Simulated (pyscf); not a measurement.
`[BH2][AsH2]` + `[H][H]` → `[BH2][AsH2]` + `[H][H]` (four-centre exchange; singlet surface; As–H, H–H broken, As–H, H–H formed). Single points on ωB97X-D3(BJ)/def2-SVP structures (PySCF, gas phase). Energies in kcal/mol from the separated reactants.

```json
[
 {"level": "ωB97X-D3(BJ)/def2-TZVP", "barrier": "(withheld)", "reaction energy": "0.0"},
 {"level": "PBE/def2-TZVP", "barrier": "67.4", "reaction energy": "0.0"},
 {"level": "r²SCAN/def2-TZVP", "barrier": "73.1", "reaction energy": "0.0"},
 {"level": "M06-2X/def2-TZVP", "barrier": "(withheld)", "reaction energy": "0.0"},
 {"level": "ωB97M-D3(BJ)/def2-TZVP", "barrier": "78.8", "reaction energy": "0.0"},
 {"level": "HF/def2-TZVP", "barrier": "101.8", "reaction energy": "0.0"}
]
```

Fill in the missing entries.


- ωB97X-D3(BJ)/def2-TZVP, barrier: 80.8
- M06-2X/def2-TZVP, barrier: 81.1

The functionals in the table span 13.6 kcal/mol in this barrier, from PBE to M06-2X. This is the saddle that the search found; another between the same sides may lie lower. Elements up to Kr have no core potential and no relativistic terms here.
